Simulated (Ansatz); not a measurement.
# CH₃OS−: one structure at several levels

The atoms stand at a structure displaced at random from a GFN2-xTB minimum. How far do the functionals agree with CCSD(T) there?

Program: Ansatz 0.2.0, Gaussian basis. Level of theory: single points in def2-TZVPPD. These are calculated values, not measurements.

Correlated methods freeze the cores. B3LYP uses VWN-RPA correlation.

## 1. Where the work starts

SMILES `CO[S-]`, 6 atoms, charge -1, spin multiplicity 1.

Atoms are counted from 1 here; the program's logs count them from 0.

Bond lengths: C1–O2 1.370 Å, C1–H4 1.104 Å, C1–H5 1.119 Å, C1–H6 1.056 Å, O2–S3 1.757 Å. Angles: O2–C1–H4 111.5°, O2–C1–H5 110.6°, O2–C1–H6 111.5°, H4–C1–H5 107.5°, H4–C1–H6 110.1°, H5–C1–H6 105.5°, C1–O2–S3 111.2°.

Coordinates:

```xyz
6
CH3OS
C    -0.3558    0.2994   -0.1278
O     0.5666    0.0722    0.8596
S     1.5439   -1.3443    0.5042
H    -1.0357   -0.5619   -0.2522
H     0.1522    0.4708   -1.1103
H    -0.9123    1.1771    0.0582
```

## 2. CCSD(T)/def2-TZVPPD

run/in.yaml reads:

```yaml
crystal:
  periodic: [false, false, false]
  atoms:
    - {symbol: C, position_ang: [-0.355800, 0.299400, -0.127800]}
    - {symbol: O, position_ang: [0.566600, 0.072200, 0.859600]}
    - {symbol: S, position_ang: [1.543900, -1.344300, 0.504200]}
    - {symbol: H, position_ang: [-1.035700, -0.561900, -0.252200]}
    - {symbol: H, position_ang: [0.152200, 0.470800, -1.110300]}
    - {symbol: H, position_ang: [-0.912300, 1.177100, 0.058200]}
basis:
  gaussian: {orbitals: "def2-TZVPPD.json"}
total_charge: -1
correlation: {method: ccsd_t}
output: {forces: true}
```

The basis file named in the input lies beside it (Basis Set Exchange, JSON).

No record of the launch command was kept for these runs.

## 3. PBE0-D4/def2-TZVPPD

run/in.yaml, as its differences from that of step 2:

```diff
@@ -12,3 +12,3 @@
 total_charge: -1
-correlation: {method: ccsd_t}
-output: {forces: true}
+hamiltonian: {xc: pbe0, dispersion: d4}
+output: {forces: true, orbitals: {seedname: orbitals}}
```

## 4. wB97M-V/def2-TZVPPD

run/in.yaml, as its differences from that of step 3:

```diff
@@ -12,3 +12,3 @@
 total_charge: -1
-hamiltonian: {xc: pbe0, dispersion: d4}
-output: {forces: true, orbitals: {seedname: orbitals}}
+hamiltonian: {xc: {name: wB97M-V}}
+output: {forces: true}
```

## 5. r2SCAN-D4/def2-TZVPPD

run/in.yaml, as its differences from that of step 4:

```diff
@@ -12,3 +12,3 @@
 total_charge: -1
-hamiltonian: {xc: {name: wB97M-V}}
+hamiltonian: {xc: r2scan, dispersion: d4}
 output: {forces: true}
```

## 6. PBE-D4/def2-TZVPPD

run/in.yaml, as its differences from that of step 5:

```diff
@@ -12,3 +12,3 @@
 total_charge: -1
-hamiltonian: {xc: r2scan, dispersion: d4}
+hamiltonian: {xc: pbe, dispersion: d4}
 output: {forces: true}
```

## 7. LC-wPBE/def2-TZVPPD

run/in.yaml, as its differences from that of step 6:

```diff
@@ -12,3 +12,3 @@
 total_charge: -1
-hamiltonian: {xc: pbe, dispersion: d4}
+hamiltonian: {xc: {name: LC-wPBE}}
 output: {forces: true}
```

## 8. B3LYP-D4/def2-TZVPPD

run/in.yaml, as its differences from that of step 7:

```diff
@@ -12,3 +12,3 @@
 total_charge: -1
-hamiltonian: {xc: {name: LC-wPBE}}
+hamiltonian: {xc: {name: B3LYP}, dispersion: d4}
 output: {forces: true}
```

(Steps that only read results are left out.)

What does the calculation give? Wanted: RMS force component; RMS force error; HOMO and LUMO, PBE0-D4; T1 diagnostic.

As calculated:

| quantity | value |
| --- | --- |
| RMS force component | 0.632 to 0.700 eV/Å over the methods |
| RMS force error | PBE0-D4 0.208, wB97M-V 0.128, r2SCAN-D4 0.083, PBE-D4 0.144, LC-wPBE 0.233, B3LYP-D4 0.091 eV/Å |
| HOMO and LUMO, PBE0-D4 | 0.17 and 3.99 eV |
| T1 diagnostic | 0.014 |

**Reading.** The forces of r2SCAN-D4 come nearest to CCSD(T), those of LC-wPBE are farthest. Frozen-core CCSD(T) forces in triple zeta carry basis errors of their own, and this is one geometry, so small gaps rank nothing.
